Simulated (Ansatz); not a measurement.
Born–Oppenheimer molecular dynamics of AlH6P (8 atoms, charge 0, multiplicity 1). It starts at the highest image of a converged band, a first-order saddle point between two minima.

All numbers below come from RKS PBE-D4/6-31G* in Ansatz 0.2.0.

```json
{
  "ensemble": "NVE (velocity Verlet)",
  "time step": "0.5 fs",
  "steps asked": "200",
  "starting velocities drawn for": "300 K",
  "seed": "4811"
}
```

Frames 0.5 fs apart, positions in Å, forces in eV/Å.

Velocities at 0.0 fs (Å/ps):

```
Al 0.34 0.39 3.16
H -10.52 -7.48 -14.51
H 17.01 -20.55 -24.67
H -31.09 12.27 -23.10
P 0.52 0.68 -0.46
H 2.60 0.94 7.29
H 9.90 -13.69 1.31
H -13.04 -3.05 -16.59
```

```xyz
8
Properties=species:S:1:pos:R:3:forces:R:3 time_fs=0.0 energy_less_start_eV=0.000 T=300
Al 0.048 -0.296 0.015 0.00 0.00 0.01
H -0.061 0.174 1.665 0.00 0.00 0.00
H 1.506 0.048 -0.520 0.00 0.00 0.00
H -1.404 -0.159 -0.618 0.00 0.00 -0.01
P 0.131 -2.675 1.181 0.01 0.00 -0.01
H -0.655 -2.961 0.016 0.00 0.00 0.01
H 1.395 -2.756 0.511 -0.01 0.00 0.00
H -0.013 -0.955 1.635 0.01 0.00 0.00
8
Properties=species:S:1:pos:R:3:forces:R:3 time_fs=0.5 energy_less_start_eV=0.004 T=295
Al 0.049 -0.295 0.016 -0.11 0.05 -0.25
H -0.066 0.170 1.658 -0.01 0.05 0.04
H 1.515 0.038 -0.532 -0.12 -0.02 0.05
H -1.420 -0.152 -0.629 0.23 -0.03 0.09
P 0.131 -2.674 1.181 0.10 0.00 0.02
H -0.653 -2.960 0.020 -0.04 -0.02 -0.06
H 1.400 -2.763 0.512 -0.09 0.02 0.04
H -0.019 -0.956 1.627 0.03 -0.06 0.05
8
Properties=species:S:1:pos:R:3:forces:R:3 time_fs=1.0 energy_less_start_eV=0.016 T=279
Al 0.049 -0.295 0.018 -0.20 0.10 -0.50
H -0.071 0.166 1.651 -0.01 0.10 0.09
H 1.523 0.028 -0.544 -0.23 -0.03 0.11
H -1.435 -0.146 -0.640 0.44 -0.05 0.19
P 0.131 -2.674 1.181 0.18 -0.01 0.05
H -0.652 -2.960 0.023 -0.07 -0.04 -0.11
H 1.405 -2.769 0.513 -0.16 0.04 0.07
H -0.026 -0.958 1.619 0.05 -0.11 0.11
8
Properties=species:S:1:pos:R:3:forces:R:3 time_fs=1.5 energy_less_start_eV=0.035 T=255
Al 0.049 -0.295 0.019 -0.27 0.15 -0.73
H -0.077 0.163 1.644 -0.01 0.15 0.13
H 1.531 0.017 -0.556 -0.33 -0.05 0.16
H -1.449 -0.141 -0.651 0.62 -0.08 0.27
P 0.132 -2.674 1.181 0.26 -0.01 0.08
H -0.651 -2.960 0.026 -0.10 -0.05 -0.17
H 1.409 -2.776 0.514 -0.23 0.06 0.09
H -0.032 -0.960 1.611 0.07 -0.16 0.16
8
Properties=species:S:1:pos:R:3:forces:R:3 time_fs=2.0 energy_less_start_eV=0.057 T=227
Al 0.049 -0.295 0.021 -0.32 0.19 -0.95
H -0.082 0.160 1.637 -0.01 0.19 0.18
H 1.537 0.007 -0.568 -0.42 -0.05 0.21
H -1.461 -0.135 -0.662 0.76 -0.10 0.34
P 0.132 -2.673 1.180 0.32 -0.02 0.11
H -0.650 -2.959 0.029 -0.13 -0.06 -0.22
H 1.413 -2.783 0.515 -0.28 0.08 0.12
H -0.038 -0.962 1.603 0.09 -0.22 0.21
8
Properties=species:S:1:pos:R:3:forces:R:3 time_fs=2.5 energy_less_start_eV=0.081 T=196
Al 0.049 -0.295 0.022 -0.36 0.23 -1.14
H -0.087 0.157 1.631 -0.01 0.23 0.22
H 1.543 -0.004 -0.579 -0.50 -0.06 0.25
H -1.472 -0.129 -0.671 0.89 -0.12 0.40
P 0.132 -2.673 1.180 0.36 -0.04 0.14
H -0.650 -2.959 0.032 -0.15 -0.07 -0.25
H 1.416 -2.789 0.516 -0.33 0.10 0.13
H -0.044 -0.965 1.596 0.10 -0.27 0.25
8
Properties=species:S:1:pos:R:3:forces:R:3 time_fs=3.0 energy_less_start_eV=0.105 T=166
Al 0.049 -0.294 0.023 -0.39 0.26 -1.31
H -0.093 0.155 1.625 -0.01 0.27 0.26
H 1.548 -0.015 -0.589 -0.56 -0.06 0.29
H -1.480 -0.124 -0.679 0.98 -0.14 0.44
P 0.133 -2.672 1.180 0.38 -0.06 0.16
H -0.650 -2.959 0.033 -0.16 -0.08 -0.27
H 1.419 -2.795 0.518 -0.35 0.12 0.14
H -0.050 -0.968 1.590 0.12 -0.31 0.29
8
Properties=species:S:1:pos:R:3:forces:R:3 time_fs=3.5 energy_less_start_eV=0.125 T=140
Al 0.049 -0.294 0.024 -0.41 0.30 -1.45
H -0.098 0.154 1.620 -0.01 0.30 0.29
H 1.551 -0.025 -0.599 -0.61 -0.06 0.32
H -1.487 -0.119 -0.687 1.05 -0.16 0.48
P 0.133 -2.672 1.180 0.38 -0.08 0.18
H -0.650 -2.960 0.034 -0.17 -0.08 -0.28
H 1.420 -2.801 0.520 -0.37 0.14 0.14
H -0.055 -0.973 1.584 0.14 -0.36 0.32
8
Properties=species:S:1:pos:R:3:forces:R:3 time_fs=4.0 energy_less_start_eV=0.140 T=121
Al 0.049 -0.294 0.025 -0.42 0.32 -1.56
H -0.104 0.153 1.616 -0.01 0.33 0.31
H 1.553 -0.037 -0.608 -0.64 -0.06 0.35
H -1.490 -0.115 -0.693 1.09 -0.17 0.50
P 0.133 -2.672 1.180 0.35 -0.10 0.19
H -0.651 -2.960 0.035 -0.16 -0.07 -0.27
H 1.421 -2.806 0.522 -0.36 0.15 0.13
H -0.060 -0.978 1.579 0.15 -0.40 0.34
8
Properties=species:S:1:pos:R:3:forces:R:3 time_fs=4.5 energy_less_start_eV=0.149 T=109
Al 0.049 -0.293 0.026 -0.43 0.35 -1.63
H -0.109 0.153 1.612 -0.01 0.35 0.33
H 1.553 -0.048 -0.616 -0.65 -0.05 0.37
H -1.491 -0.111 -0.698 1.12 -0.19 0.52
P 0.134 -2.671 1.179 0.30 -0.13 0.20
H -0.652 -2.961 0.035 -0.14 -0.06 -0.25
H 1.421 -2.812 0.525 -0.35 0.17 0.12
H -0.065 -0.984 1.575 0.17 -0.43 0.35
8
Properties=species:S:1:pos:R:3:forces:R:3 time_fs=5.0 energy_less_start_eV=0.151 T=106
Al 0.049 -0.293 0.027 -0.44 0.38 -1.67
H -0.115 0.154 1.609 0.00 0.36 0.33
H 1.552 -0.059 -0.624 -0.65 -0.04 0.38
H -1.490 -0.107 -0.702 1.12 -0.20 0.52
P 0.134 -2.671 1.179 0.22 -0.17 0.21
H -0.653 -2.962 0.034 -0.12 -0.05 -0.22
H 1.419 -2.816 0.528 -0.31 0.18 0.10
H -0.070 -0.991 1.571 0.18 -0.46 0.35
8
Properties=species:S:1:pos:R:3:forces:R:3 time_fs=5.5 energy_less_start_eV=0.147 T=112
Al 0.049 -0.293 0.028 -0.44 0.40 -1.67
H -0.120 0.156 1.607 0.00 0.37 0.32
H 1.549 -0.071 -0.630 -0.63 -0.03 0.38
H -1.485 -0.104 -0.705 1.09 -0.20 0.51
P 0.135 -2.671 1.179 0.13 -0.21 0.21
H -0.655 -2.963 0.032 -0.09 -0.03 -0.17
H 1.418 -2.821 0.531 -0.26 0.20 0.07
H -0.073 -0.999 1.569 0.20 -0.49 0.34
```

Of the whole run (100 fs, mean temperature of the second half 802 K): The conserved energy stayed within 0.18 meV per atom of its start (net change -0.041 meV per atom), so the integration is sound. The kinetic energy rose, since the run started high on the potential surface and went downhill. It ends in pieces (AlH3 + H3P), so much of that is their flight and rotation, not heat. A run of 0.1 ps of so small a system gives no equilibrium averages. The orbitals stay closed-shell, which can raise the energy where a bond breaks towards radicals; this wasn't checked here.

Time of the run: 5.4 min on 1 thread of Arm Neoverse V1, with other jobs on the host, peak memory 0.09 GiB.
